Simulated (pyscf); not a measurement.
Single points on ωB97X-D3(BJ)/def2-SVP structures (PySCF, gas phase).

Problem. Estimate by transition-state theory the rate constant of H₂As–GaH–AsH₂ (SMILES [AsH2][GaH][AsH2]) + H₂ (SMILES [H][H]) → H₂Ga–AsH₂ (SMILES [GaH2][AsH2]) + AsH₃ (SMILES [AsH3]) (singlet surface; As–Ga, H–H broken, Ga–H, As–H formed) at 600 K, with ωB97M-D3(BJ)/def2-TZVP energies (ideal gas, 1 atm, RRHO with modes under 100 cm⁻¹ raised to 100, one conformer, R ln 2 for chiral ones without a mode under 150 cm⁻¹; no tunnelling).

Solution. The electronic barrier is 32.0 kcal/mol and the thermal terms add +17.7, so ΔG‡ = 49.7 kcal/mol. With k_BT/h = 1.25e+13 s⁻¹ and RT = 1.192 kcal/mol, and a volume of 8.18e-20 cm³ per molecule at 1 atm, k = 7.8e-25 cm³ molecule⁻¹ s⁻¹. Wigner's tunnelling factor for 1288i cm⁻¹ would be 1.40, likely too low at so high a frequency. A shift of 1 kcal/mol in the barrier changes k by a factor 2.3. On the product side the descent ends in a complex (not fully relaxed), 5.4 kcal/mol under the separated species and 23.6 kcal/mol under the saddle at ωB97X-D3(BJ)/def2-TZVP. At the saddle there is also a short Ga–H contact that neither side keeps. This is the saddle that the search found; another between the same sides may lie lower. Elements up to Kr have no core potential and no relativistic terms here.
